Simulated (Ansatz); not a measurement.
Born–Oppenheimer molecular dynamics of BClH₃ (5 atoms, charge 0, multiplicity 2). It starts at the highest image of a converged band. Of that band: Neighbouring images differ by up to 1.7 eV, so the band resolves the path poorly. A vibrational analysis at the climbing image gives 2 clearly imaginary modes (1350i, 320i cm⁻¹): a point of higher order. A lower path may pass nearby, or the ends, which weren't checked, may share the extra mode.

These are results of Ansatz 0.2.0, UHF/def2-SVP, not measurements.

```
ensemble                      : NVE (velocity Verlet)
time step                     : 0.5 fs
steps asked                   : 200
starting velocities drawn for : 100 K
seed                          : 3300
```

First frame:

```xyz
5
Properties=species:S:1:pos:R:3
B -0.001 0.000 -0.030
Cl 0.000 0.000 2.174
H 1.072 0.000 -0.551
H -1.073 0.000 -0.553
H 0.001 0.000 3.660
```

**Question.** How far do the bonds stretch over the last three quarters of this one trajectory? (Pairs bonded in most of those frames.)

**Answer.** 
```json
{"bond": "B1–Cl2", "mean (Å)": "1.877", "spread (Å)": "0.230", "shortest": "1.51", "longest": "2.15"}
{"bond": "B1–H3", "mean (Å)": "1.189", "spread (Å)": "0.010", "shortest": "1.16", "longest": "1.21"}
{"bond": "B1–H4", "mean (Å)": "1.191", "spread (Å)": "0.019", "shortest": "1.16", "longest": "1.23"}
```

Mean temperature of the second half: 3903 K. The conserved energy stayed within 0.33 meV per atom of its start (net change 0.022 meV per atom), so the integration is sound. The kinetic energy rose, since the run started high on the potential surface and went downhill. It ends in pieces (BClH2 + H), so much of that is their flight and rotation, not heat. A run of 0.1 ps of so small a system gives no equilibrium averages.

Time of the run: 60 s on 1 thread of Arm Neoverse V1 (shared host), peak memory 0.088 GiB.
